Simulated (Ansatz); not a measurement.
`NC(N)=C=S` + H₂ → `NC=C=S` + NH₃ at 298.15 K and 1 bar (hydrogenolysis of a C–N bond).

Isolated molecules relaxed with PBE0-D4/def2-TZVP in Ansatz; ΔE leaves out vibrations. CCSD(T)/CBS is the MP2 limit (def2-TZVPP, def2-QZVPP) plus CCSD(T) − MP2 in def2-TZVPP, frozen cores. This one scheme is used for every species. Each species was taken in one conformer, which may not be the lowest.

| species | CCSD(T)/CBS energy (Eh) | H − E (kJ/mol) | S (J/(mol·K)) |
| --- | --- | --- | --- |
| `NC(N)=C=S` | -585.62511 | 191.9 | 314.1 |
| H₂ | -1.17544 | 35.1 | 130.4 |
| `NC=C=S` | -530.31872 | 142.0 | 292.9 |
| NH₃ | -56.50880 | 100.5 | 192.4 |

H − E and S are ideal-gas, rigid-rotor, harmonic terms from PBE0-D4/def2-TZVP, for one conformer and one mirror image of each species. The MP2-based limit puts H₂ 0.8 mEh under its directly extrapolated value; such offsets cancel only in part. 1 Eh = 2625.50 kJ/mol, R = 8.31446 J/(mol·K).

**Question.** By hand: ΔE, ΔH, ΔS and ΔG.

**Answer.** ΔE = (-530.31872) + (-56.50880) − (-585.62511) − (-1.17544) = -0.02697 Eh = -70.8 kJ/mol. Δ(H − E) = 142.0 + 100.5 − 191.9 − 35.1 = 15.5, so ΔH = -55.3 kJ/mol. ΔS = 292.9 + 192.4 − 314.1 − 130.4 = 40.8 J/(mol·K). ΔG = -55.3 − 298.15 × (40.8)/1000 = -67.5 kJ/mol.

**Question.** By hand: the equilibrium constant, and the temperature at which ΔG would vanish if ΔH and ΔS stayed fixed.

**Answer.** log₁₀ K = −ΔG/(RT ln 10) = 11.8. ΔH and −TΔS have one sign here, so there is no such temperature.

ΔH outweighs TΔS. A doubt of 5 kJ/mol in ΔE shifts log₁₀ K by 0.9 here. Other conformers and mirror images would add mixing entropy, several J/(mol·K) or more a flexible species. These are equilibria of isolated gas molecules and say nothing of rates. Largest T1 diagnostic: 0.017 (customary marks: 0.02 for closed shells, 0.045 for open ones).
